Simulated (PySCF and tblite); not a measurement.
Results of a calculation; reference values are marked as such.
C3H7Cl, numbered as in [CH3:1][CH2:2][CH2:3][Cl:4].

Conformers came from 90 starts (ETKDG and KDG, MMFF94s, GFN2-xTB); geometries are PBE0-D3(BJ)/def2-SVP. Free energies are PBE0-D3(BJ)/def2-TZVP single points with GFN2-xTB rigid-rotor and vibrational terms (modes under about 100 cm⁻¹ blended into free rotors). Symmetry numbers and mirror images are counted. Conformers within 4 kcal/mol (GFN2-xTB free energy) were kept, 5 at most. Codes: tblite and PySCF.

Torsions listed: C1–C2–C3–Cl4. Of a mirror pair one member is shown.

```json
{"conformer": "1", "shape": "180°", "symmetry": "Cs"}
{"conformer": "2", "shape": "-63°", "symmetry": "C1 (pair)"}
```

Q: Which of these conformers is the most populated at 298.15 K, and with what share?

A: Conformer 2, about 71 %.

Q: Give the DFT energies and free energies relative to the lowest, and all weights.

A: 
```csv
conformer,shape,E(DFT) kcal/mol,G(298.15 K) kcal/mol,weight %
1,180°,0.18,0.53,29.0
2,-63°,0.00,0.00,71.0
```

Q: How does its share change from 150 K to 400 K?

A: From 77 % to 69 %; the mixing entropy goes from 2.13 to 2.18 cal/(mol K).
